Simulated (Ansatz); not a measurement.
# CH5 (doublet): wave-function methods side by side at distance H1–H2 along a hydrogen transfer = 1.229 Å, cc-pVTZ

How much of the correlation energy of CH5 (doublet) does each wave-function method recover here?

Computed with Ansatz 0.2.0, Gaussian basis. Level: cc-pVTZ, core rule «outside noble gas», up to 1 orbitals frozen.

The runs, in order: UHF; CCSD(T) on ROHF; CCSD(T) on UHF; BCCD(T) on ROHF; CISD; CCSDT(Q) on ROHF; CCSDT(Q) on UHF; CASSCF and NEVPT2, 3 electrons in 3 orbitals; CASSCF and NEVPT2, 9 electrons in 9 orbitals.

### 1 The system

The geometry derives from fragments relaxed apart (PBE0/def2-TZVP) and kept rigid, so it is no stationary point. A hydrogen atom is moved between rigid fragments.

6 atoms, charge 0, spin multiplicity 2.

Atoms are counted from 1 here; the program's logs count them from 0.

Bond lengths: H2–C3 1.090 Å, C3–H4 1.080 Å, C3–H5 1.080 Å, C3–H6 1.080 Å. Angles: H2–C3–H4 90.0°, H2–C3–H5 90.0°, H2–C3–H6 90.0°, H4–C3–H5 120.0°, H4–C3–H6 120.0°, H5–C3–H6 120.0°.

### 2 UHF

The input, in.yaml:

```yaml
crystal:
  periodic: [false, false, false]
  atoms:
    - {symbol: H, position_ang: [-2.117476, 0.000000, 0.000000]}
    - {symbol: H, position_ang: [-0.888476, 0.000000, 0.000000]}
    - {symbol: C, position_ang: [0.201524, 0.000000, 0.000000]}
    - {symbol: H, position_ang: [0.201524, -1.080023, 0.000000]}
    - {symbol: H, position_ang: [0.201524, 0.540011, 0.935327]}
    - {symbol: H, position_ang: [0.201524, 0.540012, -0.935327]}
basis:
  gaussian: {orbitals: cc-pVTZ}
magnetization: {spin_polarized: true, initial_magnetization: 1}
hamiltonian: {xc: hf}
output: {orbitals: {seedname: orbitals}}
```

Run with:

```
> ansatz run in.yaml --threads 1 --pin off --events-out ev --progress --plain --max-ram 2816MiB --backend cpu
```

After this run come: CCSD(T) on ROHF; CCSD(T) on UHF; BCCD(T) on ROHF; CISD; CCSDT(Q) on ROHF; CCSDT(Q) on UHF; CASSCF and NEVPT2, 3 electrons in 3 orbitals; CASSCF and NEVPT2, 9 electrons in 9 orbitals.

**Question.** What will the summary of the whole plan be? Wanted: UCCSDT(Q) below the RHF energy; RMP2 from UCCSDT(Q); UMP2 from UCCSDT(Q); RCCSD from UCCSDT(Q); RCCSD(T) from UCCSDT(Q); UCCSD(T) from UCCSDT(Q); RCCSDT(Q) from UCCSDT(Q); NEVPT2 pair from UCCSDT(Q); NEVPT2 valence from UCCSDT(Q).

As calculated:

| quantity | value |
| --- | --- |
| UCCSDT(Q) below the RHF energy | -6.6286 eV |
| RMP2 from UCCSDT(Q) | +78.0 kJ/mol |
| UMP2 from UCCSDT(Q) | +78.0 kJ/mol |
| RCCSD from UCCSDT(Q) | +21.6 kJ/mol |
| RCCSD(T) from UCCSDT(Q) | +1.8 kJ/mol |
| UCCSD(T) from UCCSDT(Q) | +1.9 kJ/mol |
| RCCSDT(Q) from UCCSDT(Q) | 0.0 kJ/mol |
| NEVPT2 pair from UCCSDT(Q) | +78.2 kJ/mol |
| NEVPT2 valence from UCCSDT(Q) | +91.8 kJ/mol |
| levels within 1 kcal/mol (43 meV) | RCCSD(T), UCCSD(T), BCCD(T), RCCSDT, UCCSDT, RCCSDT(Q) |
| T1 diagnostic | 0.021 |
| effectively unpaired electrons | 1.01 |

**Reading.** RCCSD(T) lands +1.8 kJ/mol from the yardstick (0.3 % of the correlation energy). One determinant dominates. Of the multireference levels listed NEVPT2 pair comes nearest in total energy (+78.2 kJ/mol), which doesn't show that its space is the better one. These misses are within one basis, not against nature; the frozen cores of restricted and unrestricted runs differ, which can shift their rows.
